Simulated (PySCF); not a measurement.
# UB3LYP/aug-cc-pVDZ (density fitting with cc-pvtz-jkfit) run of AlNH3O (SMILES [NH2][Al][OH])

Aim: the vertical doublet–quartet gap of AlNH3O at UB3LYP/aug-cc-pVDZ (density fitting with cc-pvtz-jkfit), from 2 runs. 

Program for the calculation: PySCF 2.14.0.

2 further runs of the same task are left out: 2 set aside as unsound or not needed.

## 1. The system as given

AlNH3O has 6 atoms, charge 0, and is taken as a doublet. As SMILES, `[NH2][Al][OH]`. The coordinates come from a PBE0-D4/def2-TZVP relaxation. This is one conformer, not always the lowest.

Bond lengths: N1–Al2 1.769 Å, Al2–O3 1.705 Å, N1–H4 1.009 Å, N1–H5 1.006 Å, O3–H6 0.956 Å. Angles: N1–Al2–O3 116.1°, Al2–N1–H4 124.1°, Al2–N1–H5 125.0°, Al2–O3–H6 122.8°, H4–N1–H5 110.9°.

## 2. The energy at UB3LYP/aug-cc-pVDZ (density fitting with cc-pvtz-jkfit)

Contents of run.py:

```python
from pyscf import gto, dft

molecule = gto.M(
    atom=[
    ('N', (-0.923900, 0.240200, -0.760800)),
    ('Al', (0.595200, 0.601300, 0.070700)),
    ('O', (1.194100, -0.618500, 1.101200)),
    ('H', (-1.434300, -0.623600, -0.657200)),
    ('H', (-1.394700, 0.861600, -1.396800)),
    ('H', (2.005700, -0.525100, 1.596800)),
],
    basis='aug-cc-pvdz',
    spin=1,
    charge=0,
    verbose=3,
    max_memory=1860,
)

mf = dft.UKS(molecule)
mf.xc = 'b3lyp'
mf = mf.density_fit(auxbasis='cc-pvtz-jkfit')
mf.grids.level = 4
mf.conv_tol = 1e-10
mf.kernel()
if not mf.converged:
    mf = mf.newton().run(mf.mo_coeff, mf.mo_occ)

energy = mf.e_tot
print('E = %.10f Eh' % energy)
```

Command:

```console
$ OMP_NUM_THREADS=1 python run.py
```

What it wrote:

```text
WARN: HOMO -0.175320112234198 >= LUMO -0.175320112234197

converged SCF energy = -374.299748194029  <S^2> = 0.75155598  2S+1 = 2.0015554
E = -374.2997481940 Eh
```

Run time: 35 s. Hardware: 1 thread of Arm Neoverse V1, shared host; peak memory 0.43 GiB.

## 3. The quartet

Contents of input.py:

```python
from pyscf import gto, dft

mol = gto.Mole()
mol.atom = '''
N     -1.745918     0.453912    -1.437704
Al     1.124765     1.136292     0.133604
O      2.256522    -1.168796     2.080966
H     -2.710434    -1.178433    -1.241928
H     -2.635601     1.628188    -2.639569
H      3.790224    -0.992295     3.017515
'''
mol.max_memory = 1860
mol.basis = 'aug-cc-pvdz'
mol.spin = 3
mol.unit = 'bohr'
mol.verbose = 3
mol.charge = 0
mol.build()

calc0 = dft.UKS(mol)
calc0.xc = 'b3lyp'
calc0 = calc0.density_fit(auxbasis='cc-pvtz-jkfit')
calc0.conv_tol = 1e-10
calc0.grids.level = 4
calc0.kernel()
if not calc0.converged:
    calc0 = calc0.newton().run(calc0.mo_coeff, calc0.mo_occ)

e_final = calc0.e_tot
print('E(%s) = %.9f' % ('B3LYP', e_final))
```

Command:

```console
$ OMP_NUM_THREADS=1 python input.py
```

What it wrote:

```text
WARN: HOMO -0.041298603446843 >= LUMO -0.328903852731488

WARN: HOMO -0.0646256533357725 >= LUMO -0.0878950814589687

WARN: HOMO -0.0858053907047278 >= LUMO -0.23554535373714

WARN: HOMO -0.0881556954884077 >= LUMO -0.292882633566322

WARN: HOMO -0.0836514485474935 >= LUMO -0.258587867185804

WARN: HOMO -0.0837079081391869 >= LUMO -0.250362561334944

WARN: HOMO -0.0839076213401229 >= LUMO -0.248904462373838

WARN: HOMO -0.0837226013258383 >= LUMO -0.248691402304082

WARN: HOMO -0.0838263267968751 >= LUMO -0.248907631662802

WARN: HOMO -0.0837986025043973 >= LUMO -0.249074985255276

WARN: HOMO -0.0838248428168051 >= LUMO -0.249055123586996

WARN: HOMO -0.0838250619318455 >= LUMO -0.249071953288049

WARN: HOMO -0.0838265529180213 >= LUMO -0.249077009651315

WARN: HOMO -0.0838264048601265 >= LUMO -0.249077301173465

WARN: HOMO -0.083826213415108 >= LUMO -0.249076169355046

converged SCF energy = -374.098748005281  <S^2> = 3.755665  2S+1 = 4.0028315
E(B3LYP) = -374.098748005
```

Run time: 37 s. Hardware: 1 thread of Arm Neoverse V1, shared host; peak memory 0.43 GiB.

## 4. Outcome

Level: UB3LYP/aug-cc-pVDZ (density fitting with cc-pvtz-jkfit).

| quantity | value |
| --- | --- |
| doublet: total energy | -374.29975 Eh |
| doublet: dipole moment | 0.87 D |
| doublet: HOMO energy (highest over α and β) | -5.53 eV |
| doublet: LUMO energy (lowest over α and β) | -2.69 eV |
| doublet: ⟨S²⟩ | 0.752 |
| quartet: total energy | -374.09875 Eh |
| quartet: dipole moment | 4.28 D |
| quartet: HOMO energy (highest over α and β) | -2.28 eV |
| quartet: ⟨S²⟩ | 3.756 |
| vertical energy of the quartet above the doublet | 5.469 eV |

In words: At this shape the quartet lies 5.47 eV (126 kcal/mol) above the doublet.
